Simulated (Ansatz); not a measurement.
# SiNH (singlet): wave-function methods side by side at scale of all distances = 1.110, 6-31G

Aim: climb from Hartree-Fock through coupled cluster and multireference methods for SiNH (singlet) at one geometry and basis, and see what each rung misses.

The runs use Ansatz 0.2.0, Gaussian basis; 6-31G, core rule «outside noble gas», up to 6 orbitals frozen.

To be run: UHF; CCSD(T) on RHF; CCSD(T) on UHF; BCCD(T) on RHF; CISD; CCSDT(Q) on RHF; CCSDT(Q) on UHF; CISDTQ; CCSDTQ on RHF; CASSCF and MRCISD+Q, 2 electrons in 2 orbitals; CASSCF and NEVPT2, 2 electrons in 2 orbitals; CASSCF and MRCISD+Q, 10 electrons in 9 orbitals; CASSCF and NEVPT4(SD), 10 electrons in 9 orbitals; CASSCF and NEVPT2, 10 electrons in 9 orbitals; Full CI.

15 further runs of the same task are left out: 4 for a known fault of the program, 7 that didn't finish, 4 set aside as unsound or not needed.

## Step 1: The geometry

The geometry derives from a PBE0/def2-TZVP stationary point (not a proven minimum). All distances are scaled together.

3 atoms, charge 0, spin multiplicity 1.

Atoms are counted from 1 here; the program's logs count them from 0.

Bond lengths: Si1–N2 1.728 Å, Si1–H3 1.651 Å. Angles: N2–Si1–H3 180.0°.

As a file:

```mol
HNSi
  3D, bonds by distance, orders not assigned

  3  2  0  0  0  0  0  0  0  0999 V2000
    0.0000    0.0000    0.0258 Si  0  0
    0.0000    0.0000   -1.7024 N   0  0
    0.0000    0.0000    1.6766 H   0  0
  1  2  8  0
  1  3  8  0
M  END
```

## Step 2: UHF

Contents of in.yaml:

```yaml
crystal:
  periodic: [false, false, false]
  atoms:
    - {symbol: Si, position_ang: [0.000000, 0.000000, 0.025820]}
    - {symbol: N, position_ang: [0.000000, 0.000000, -1.702378]}
    - {symbol: H, position_ang: [0.000000, 0.000000, 1.676558]}
basis:
  gaussian: {orbitals: 6-31G}
magnetization: {spin_polarized: true, initial_magnetization: 0}
hamiltonian: {xc: hf}
output: {orbitals: {seedname: orbitals}}
```

The run is started by

```bash
> ansatz run in.yaml --threads 1 --pin off --events-out ev --progress --plain --max-ram 2393MiB
```

Further steps of the session: CCSD(T) on RHF; CCSD(T) on UHF; BCCD(T) on RHF; CISD; CCSDT(Q) on RHF; CCSDT(Q) on UHF; CISDTQ; CCSDTQ on RHF; CASSCF and MRCISD+Q, 2 electrons in 2 orbitals; CASSCF and NEVPT2, 2 electrons in 2 orbitals; CASSCF and MRCISD+Q, 10 electrons in 9 orbitals; CASSCF and NEVPT4(SD), 10 electrons in 9 orbitals; CASSCF and NEVPT2, 10 electrons in 9 orbitals; Full CI.

**Question.** What will the summary of the whole plan be? Wanted: FCI below the RHF energy; RMP2 from FCI; UMP2 from FCI; RCCSD from FCI; RCCSD(T) from FCI; UCCSD(T) from FCI; RCCSDT(Q) from FCI; UCCSDT(Q) from FCI; NEVPT2 pair from FCI.

The runs gave:

| quantity | value |
| --- | --- |
| FCI below the RHF energy | -7.1621 eV |
| RMP2 from FCI | -4.43 kcal/mol |
| UMP2 from FCI | +55.57 kcal/mol |
| RCCSD from FCI | +12.18 kcal/mol |
| RCCSD(T) from FCI | +2.05 kcal/mol |
| UCCSD(T) from FCI | +6.34 kcal/mol |
| RCCSDT(Q) from FCI | -0.47 kcal/mol |
| UCCSDT(Q) from FCI | +0.65 kcal/mol |
| NEVPT2 pair from FCI | +15.50 kcal/mol |
| MRCISD+Q pair from FCI | +6.73 kcal/mol |
| NEVPT2 valence from FCI | +8.67 kcal/mol |
| levels within 1 kcal/mol (43 meV) | RCCSDT(Q), UCCSDT(Q), RCCSDTQ, MRCISD+Q valence |
| T1 diagnostic | 0.035 |
| effectively unpaired electrons | 0.46 |

RCCSD(T) misses by +2.05 kcal/mol, 1.2 % of the correlation energy. CCSD(T) misses by +2.05 kcal/mol on the restricted determinant and by +6.34 kcal/mol on the unrestricted one; the two need not hold the same state or core. RMP2, RCCSDT(Q) fall below full CI, which methods that aren't variational can do. The occupations show some static correlation. Of the multireference levels listed MRCISD+Q valence comes nearest in total energy (+0.59 kcal/mol), which doesn't show that its space is the better one. These misses are within one basis, not against nature.
